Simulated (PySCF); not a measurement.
# C3H6O: the cost of one run

The runs use PySCF 2.14.0, with density-fitted response routines of our own; the level of theory stands in each step. All values are computed, except where a source is named. Atoms are numbered from 0 throughout.

## 1. The starting structure

10 atoms, charge 0, multiplicity 1; geometry from: GFN2-xTB. The atoms were then displaced at random by about 0.01 Å, so the start is not that level's minimum.

Bonds of the start (Å): C0–C1 1.35, C1–C2 1.51, C2–O3 1.37, C0–H4 1.07, C0–H5 1.04, C1–H6 1.08, C2–H7 1.09, C2–H8 1.11, O3–H9 0.97.

## 2. Optimising the geometry at PBE0-D3(BJ)/def2-TZVP

What the job is given:

```
{"job": {"xc": "PBE0", "basis": "def2-TZVP", "d3": "d3bj", "grid": 2, "shake": 0.01, "kind": "geom"}, "charge": 0, "multiplicity": 1}
C      1.546010     0.204440     0.336780
C      0.359260     0.471580    -0.246290
C     -0.771550    -0.522190    -0.366370
O     -1.968140     0.022510     0.013270
H      2.301600     0.964240     0.377800
H      1.749280    -0.728520     0.757500
H      0.155060     1.445400    -0.667000
H     -0.857570    -0.811220    -1.410120
H     -0.523720    -1.413090     0.252770
H     -1.939800     0.345910     0.930590
```

Command:

```bash
$ OMP_NUM_THREADS=1 python probes_run.py task.json out
```

The driver reads the jobs from task.json and runs them one after another.

**Question.** How long does this first job take on 1 thread of Arm Neoverse V1, shared host, and how much memory does it need?

About 49 s, with a peak of 0.68 GiB.
